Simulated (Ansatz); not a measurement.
# H3OPSi: vertical ionisation energy

The task here is to estimate one member of a computed series from the others.

The runs use Ansatz 0.2.0, Gaussian basis; unrestricted cation, the program's frozen cores in correlated methods.

The runs, in order: UKS PBE-D4/def2-TZVPP; UKS r2SCAN-D4/def2-TZVPP; UKS PBE0-D4/def2-TZVPP; UKS B3LYP-D4/def2-TZVPP; UKS wB97X-V/def2-TZVPP; UKS wB97M-V/def2-TZVPP; UKS B2PLYP/def2-TZVPP; UHF-CCSD(T)/def2-TZVPP; UHF-MP2/def2-QZVPP; extrapolation to the limit; then −ε(HOMO) from the neutral's earlier runs with LDA (SPW92), PBE-D4, revPBE-D4, BLYP-D4, r2SCAN-D4, B97M-V, PBE0-D4, B3LYP-D4, r2SCANh-D4, r2SCAN0-D4, HSE06-D4, BHLYP-D4, CAM-B3LYP-D4, LC-ωPBE, ωB97X-V, ωB97M-V.

### The geometry

All runs share one geometry, relaxed beforehand with PBE0-D4 in a triple-zeta def2 set.

SMILES `O1[SiH2]P1`, 6 atoms, charge 0, spin multiplicity 1.

Atoms are counted from 1 here; the program's logs count them from 0.

Bond lengths: O1–Si2 1.670 Å, O1–P3 1.734 Å, Si2–P3 2.153 Å, Si2–H4 1.478 Å, Si2–H5 1.479 Å, P3–H6 1.434 Å. Angles: Si2–O1–P3 78.4°, O1–Si2–P3 52.1°, O1–Si2–H4 115.4°, O1–Si2–H5 115.1°, P3–Si2–H4 121.9°, P3–Si2–H5 123.0°, H4–Si2–H5 113.2°, O1–P3–Si2 49.5°, O1–P3–H6 98.4°, Si2–P3–H6 94.4°.

Set-up of the first run:

in.yaml reads:

```yaml
crystal:
  periodic: [false, false, false]
  atoms:
    - {symbol: O, position_ang: [0.820512, -0.969898, 0.177253]}
    - {symbol: Si, position_ang: [-0.283767, -0.020402, -0.640027]}
    - {symbol: P, position_ang: [-0.132270, -0.343557, 1.483008]}
    - {symbol: H, position_ang: [-1.258480, -0.755030, -1.474240]}
    - {symbol: H, position_ang: [0.287417, 1.164347, -1.316615]}
    - {symbol: H, position_ang: [0.608588, 0.860441, 1.724419]}
basis:
  gaussian: {orbitals: def2-TZVPP}
total_charge: 1
magnetization: {spin_polarized: true, initial_magnetization: 1}
hamiltonian: {xc: pbe, dispersion: d4}
```

Started as:

```bash
$ ansatz run in.yaml --threads 2 --pin off --events-out ev --progress --plain --max-ram 4352MiB
```

Among the steps run: Cation, UKS PBE-D4/def2-TZVPP; Cation, UKS r2SCAN-D4/def2-TZVPP; Cation, UKS PBE0-D4/def2-TZVPP; Cation, UKS B3LYP-D4/def2-TZVPP; Cation, UKS wB97X-V/def2-TZVPP; Cation, UKS wB97M-V/def2-TZVPP; Cation, UKS B2PLYP (frozen core)/def2-TZVPP; Cation, UHF-CCSD(T)/def2-TZVPP; Cation, UHF-MP2/def2-QZVPP.

One of the session's tables, all rows but one given; the rest of the session is left out.

For comparison, −ε(HOMO) of the neutral from earlier runs:

| functional | −ε(HOMO) (eV) |
| --- | --- |
| LDA (SPW92) | 6.28 |
| PBE-D4 | 6.16 |
| revPBE-D4 | 6.11 |
| BLYP-D4 | 5.99 |
| r2SCAN-D4 | 6.37 |
| B97M-V | 6.45 |
| PBE0-D4 | 7.25 |
| B3LYP-D4 | 7.03 |
| r2SCANh-D4 | 6.78 |
| r2SCAN0-D4 | 7.39 |
| HSE06-D4 | 6.86 |
| BHLYP-D4 | ? |
| CAM-B3LYP-D4 | 8.49 |
| LC-ωPBE | 9.80 |
| ωB97X-V | 9.47 |
| ωB97M-V | 9.30 |

**Question.** Estimate the row for BHLYP-D4.

Worked estimate for «−ε(HOMO) (eV)». Against the share of exact exchange, BLYP-D4 (0, 5.99), B3LYP-D4 (0.2, 7.03) give a slope of 5.20 per unit share; at 0.5 the line stands at 8.59.

**Answer.** −ε(HOMO) (eV): 8.20. In «−ε(HOMO) (eV)» the line misses by +0.39.
